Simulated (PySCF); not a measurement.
Question: Give a GFN2-xTB geometry of `CCS(=O)(=O)O`.

Answer: 
```xyz
12
C2H6O3S angstrom
C      1.402    0.330   -0.388
C      0.526   -0.530    0.487
S     -1.124    0.189    0.444
O     -1.057    1.583    0.730
O     -2.055   -0.620    1.173
O     -1.484   -0.009   -1.124
H      1.026    0.320   -1.408
H      1.370    1.354   -0.025
H      2.433   -0.018   -0.386
H      0.420   -1.550    0.133
H      0.833   -0.524    1.528
H     -2.288   -0.525   -1.192
```

Any rigid rotation of these coordinates is as good. Atoms count from 1 in this order. S3 (sulfonyl sulfur) is distorted tetrahedral (angles from 100.3° to 118.7°). The 3 O–S bonds span 1.425 Å (S3=O4, drawn double) to 1.621 Å (S3–O6, drawn single), a spread of 0.196 Å. Of the pairs four or more bonds apart, O6···H7 is among the closest relative to their van der Waals radii: 2.55 Å, 94 % of the sum of Bondi's values. O6 (hydroxyl oxygen) is bent (angle 108.7°).

Bonds between heavy atoms (Å): C1–C2 1.508, C2–S3 1.800, S3=O4 1.425, S3=O5 1.433, S3–O6 1.621.

The geometry is computed with GFN2-xTB (gas phase).

Point group: C1 (no symmetry element, even within 0.4 Å). Not checked by GFN2-xTB frequencies. The numbers are those of one conformer (C1–C2–S3–O4 -51°, C2–S3–O6–H 122°).
